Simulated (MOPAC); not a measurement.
MOPAC input (PM6):

```
PM6 FORCE THERMO(298,298) PRECISE LET GEO-OK AUX(PRECISION=9) THREADS=1
C2H2O

C     0.00913132 1    0.00172056 1   -1.20507348 1
C    -0.00088577 1   -0.00015932 1    0.11691257 1
H     0.02799859 1    0.89893812 1   -1.79989746 1
H    -0.00069926 1   -0.89372406 1   -1.80268399 1
O    -0.00970226 1   -0.00184593 1    1.28038382 1
```

From the last part of the output:

```
     O    5   1.339605  15.029279   0.126592   0.126593  16.213533

          HEAT OF FORMATION =     -18.139216 KCALS/MOLE

          ZERO POINT ENERGY      21.649 KCAL/MOL

           NORMAL COORDINATE ANALYSIS (Total motion = 1 Angstrom)

   Root No.       1         2         3         4         5         6         7         8

                 1 B2      1 B1      2 B1      2 B2      1 A1      2 A1      3 B2      3 A1

                 421.7     462.2     897.5     972.9    1194.5    1635.7    2730.5    2796.0

           1   -0.0000   -0.0000   -0.0000    0.0000   -0.0057   -0.1966   -0.0000    0.0233
           2   -0.0197    0.0000    0.0000    0.1049   -0.0000    0.0000   -0.0584   -0.0000
           3   -0.0000   -0.1031   -0.1008    0.0000    0.0000    0.0000   -0.0000   -0.0000
           4    0.0000    0.0000    0.0000   -0.0000   -0.0088   -0.1341   -0.0000    0.0351
           5    0.1768   -0.0000   -0.0000   -0.1027    0.0000    0.0000   -0.0038   -0.0000
           6    0.0000    0.3189    0.0211   -0.0000    0.0000    0.0000   -0.0000   -0.0000
           7   -0.2795   -0.0000    0.0000   -0.3455    0.3936    0.0166   -0.2849   -0.2599
           8   -0.2218    0.0000   -0.0000   -0.1726    0.2631    0.2108    0.3723    0.3859
           9    0.0000   -0.2220    0.4367   -0.0000   -0.0000    0.0000    0.0000    0.0000
          10    0.2794   -0.0000    0.0000    0.3455    0.3936    0.0166    0.2849   -0.2600
          11   -0.2218    0.0000   -0.0000   -0.1726   -0.2631   -0.2108    0.3723   -0.3859
          12   -0.0000   -0.2220    0.4367    0.0000   -0.0000    0.0000    0.0000    0.0000
          13   -0.0000   -0.0000    0.0000    0.0000   -0.0387    0.2462   -0.0000   -0.0111
          14   -0.0900    0.0000   -0.0000    0.0201    0.0000   -0.0000   -0.0002    0.0000
          15   -0.0000   -0.1340    0.0048    0.0000    0.0000   -0.0000    0.0000    0.0000

   Root No.       9

                 4 A1

                4032.8

           1   -0.3684
           2    0.0000
           3    0.0000
           4    0.4177
           5   -0.0000
           6   -0.0000
           7    0.0410
           8   -0.0754
           9   -0.0000
          10    0.0411
          11    0.0754
          12   -0.0000
          13   -0.0422
          14    0.0000
          15    0.0000

           MASS-WEIGHTED COORDINATE ANALYSIS (NORMAL COORDINATES)

   Root No.       1         2         3         4         5         6         7         8

                 1 B2      1 B1      2 B1      2 B2      1 A1      2 A1      3 B2      3 A1

                 421.7     462.2     897.5     972.9    1194.5    1635.7    2730.5    2796.0

           1   -0.0000   -0.0000   -0.0000    0.0000   -0.0286   -0.5165   -0.0000    0.1193
           2   -0.0779    0.0000    0.0000    0.4832   -0.0000    0.0000   -0.2910   -0.0000
           3   -0.0000   -0.2712   -0.4880    0.0000    0.0000    0.0000   -0.0000   -0.0000
           4    0.0000    0.0000    0.0000   -0.0000   -0.0439   -0.3524   -0.0000    0.1793
           5    0.6999   -0.0000   -0.0000   -0.4731    0.0000    0.0000   -0.0191   -0.0000
           6    0.0000    0.8388    0.1023   -0.0000    0.0000    0.0000   -0.0000   -0.0000
           7   -0.3205   -0.0000    0.0000   -0.4611    0.5721    0.0127   -0.4111   -0.3849
           8   -0.2544    0.0000   -0.0000   -0.2303    0.3824    0.1604    0.5371    0.5714
           9    0.0000   -0.1692    0.6126   -0.0000   -0.0000    0.0000    0.0000    0.0000
          10    0.3205   -0.0000    0.0000    0.4611    0.5720    0.0126    0.4111   -0.3849
          11   -0.2544    0.0000   -0.0000   -0.2303   -0.3824   -0.1604    0.5371   -0.5714
          12   -0.0000   -0.1691    0.6127    0.0000   -0.0000    0.0000    0.0000    0.0000
          13   -0.0000   -0.0000    0.0000    0.0000   -0.2243    0.7465   -0.0000   -0.0654
          14   -0.4112    0.0000   -0.0000    0.1068    0.0000   -0.0000   -0.0010    0.0000
          15   -0.0000   -0.4069    0.0266    0.0000    0.0000   -0.0000    0.0000    0.0000

   Root No.       9

                 4 A1

                4032.8

           1   -0.6576
           2    0.0000
           3    0.0000
           4    0.7457
           5   -0.0000
           6   -0.0000
           7    0.0212
           8   -0.0390
           9   -0.0000
          10    0.0212
          11    0.0390
          12   -0.0000
          13   -0.0870
          14    0.0000
          15    0.0000

          DESCRIPTION OF VIBRATIONS

 VIBRATION          1    1B2         ATOM PAIR     ENERGY CONTRIBUTION    RADIAL
 FREQUENCY           421.69         C 2 -- O 5         +30.3% (109.1%)      0.0%
 TRANSITION DIPOLE   0.2138         C 1 -- C 2         +24.8% ( 98.7%)      0.0%
 TRAVEL (Ang.)       0.2170         C 1 -- H 3         +22.4% ( 93.8%)      0.7%
 REDUCED MASS        3.3972         C 1 -- H 4         +22.4% ( 93.8%)      0.7%
 EFFECTIVE MASS     13.2398
 FORCE CONSTANT      0.3559

 VIBRATION          2    1B1         ATOM PAIR     ENERGY CONTRIBUTION    RADIAL
 FREQUENCY           462.24         C 1 -- C 2         +49.3% ( 88.5%)      0.0%
 TRANSITION DIPOLE   1.3784         C 2 -- O 5         +49.0% ( 88.2%)      0.0%
 TRAVEL (Ang.)       0.1504         C 1 -- H 4          +0.9% ( 11.7%)      0.0%
 REDUCED MASS        6.4522         C 1 -- H 3          +0.9% ( 11.7%)      0.0%
 EFFECTIVE MASS     12.6123
 FORCE CONSTANT      0.8123

 VIBRATION          3    2B1         ATOM PAIR     ENERGY CONTRIBUTION    RADIAL
 FREQUENCY           897.48         C 1 -- H 4         +45.4% ( 61.4%)      0.0%
 TRANSITION DIPOLE   1.6230         C 1 -- H 3         +45.4% ( 61.4%)      0.0%
 TRAVEL (Ang.)       0.2788         C 1 -- C 2          +9.0% ( 27.3%)      0.0%
 REDUCED MASS        0.9664         C 2 -- O 5          +0.2% (  4.0%)      0.0%
 EFFECTIVE MASS      2.6845
 FORCE CONSTANT      0.4586

 VIBRATION          4    2B2         ATOM PAIR     ENERGY CONTRIBUTION    RADIAL
 FREQUENCY           972.89         C 1 -- H 3         +34.6% ( 71.2%)     15.9%
 TRANSITION DIPOLE   1.1057         C 1 -- H 4         +34.6% ( 71.2%)     15.9%
 TRAVEL (Ang.)       0.2224         C 1 -- C 2         +25.3% ( 60.9%)      0.0%
 REDUCED MASS        1.4011         C 2 -- O 5          +5.6% ( 28.7%)      0.0%
 EFFECTIVE MASS      5.7141
 FORCE CONSTANT      0.7814

 VIBRATION          5    1A1         ATOM PAIR     ENERGY CONTRIBUTION    RADIAL
 FREQUENCY          1194.49         C 1 -- H 4         +46.4% ( 58.1%)      0.0%
 TRANSITION DIPOLE   0.8053         C 1 -- H 3         +46.4% ( 58.1%)      0.0%
 TRAVEL (Ang.)       0.3386         C 2 -- O 5          +6.6% ( 22.0%)    100.0%
 REDUCED MASS        0.4924         C 1 -- C 2          +0.6% (  6.8%)    100.0%
 EFFECTIVE MASS      1.6991
 FORCE CONSTANT      0.4140

 VIBRATION          6    2A1         ATOM PAIR     ENERGY CONTRIBUTION    RADIAL
 FREQUENCY          1635.70         C 2 -- O 5         +39.2% (108.0%)    100.0%
 TRANSITION DIPOLE   2.4960         C 1 -- H 4         +26.5% ( 88.7%)      8.3%
 TRAVEL (Ang.)       0.0828         C 1 -- H 3         +26.5% ( 88.7%)      8.3%
 REDUCED MASS        6.0095         C 1 -- C 2          +7.9% ( 48.5%)    100.0%
 EFFECTIVE MASS     13.9179
 FORCE CONSTANT      9.4732

 VIBRATION          7    3B2         ATOM PAIR     ENERGY CONTRIBUTION    RADIAL
 FREQUENCY          2730.49         C 1 -- H 3         +49.6% ( 72.5%)     98.4%
```
